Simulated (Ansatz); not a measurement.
A made-up structure of C2H4N (charge +1), singlet:

```xyz
7
angstrom
C -1.3606 -0.6562 -0.5599
N -0.4042 -0.1949 -0.1663
C 0.7944 0.3832 0.3270
H -2.2715 -1.0956 -0.9349
H 1.6104 -0.3160 0.1385
H -0.7745 -0.2941 0.7789
H 0.9597 1.3232 -0.2014
```

It is relaxed with PBE-D4/def2-SVP and then PBE0-D4/def2-TZVP (Ansatz 0.2.0). Atoms count as bonded within 1.22 times the sum of their covalent radii (H–H: 0.88 Å). The end point is not checked to be a true minimum.

(1) Does its bonding change? (A judgement: the text doesn't fix the answer.)

Answers

(1) The calculation gives: Yes. Formed: C3–H6; broken: N2–H6.

Where it ends: The first stage lowers the energy by 5.78 eV in 12 steps. It ends as C₂H₄N ([CH][N][CH3]), total charge +1:
C1  (-1.494, -0.769, -0.808)
N2  (-0.589, -0.314, -0.302)
C3  (0.545, 0.257, 0.332)
H4  (-2.356, -1.203, -1.290)
H5  (1.398, -0.401, 0.156)
H6  (0.332, 0.338, 1.399)
H7  (0.718, 1.241, -0.105)
(Å)

Labels in which every atom is bracketed show which atoms are joined, not bond orders.

For scale, one of the runs: PBE0-D4/def2-TZVP relaxation, 117 basis functions, launched by `ansatz run in.yaml --threads 2 --pin off --events-out ev --progress --plain --max-ram 4352MiB`. The run took about 6.5 s on 2 CPU threads of an Arm Neoverse V2 (shared host).
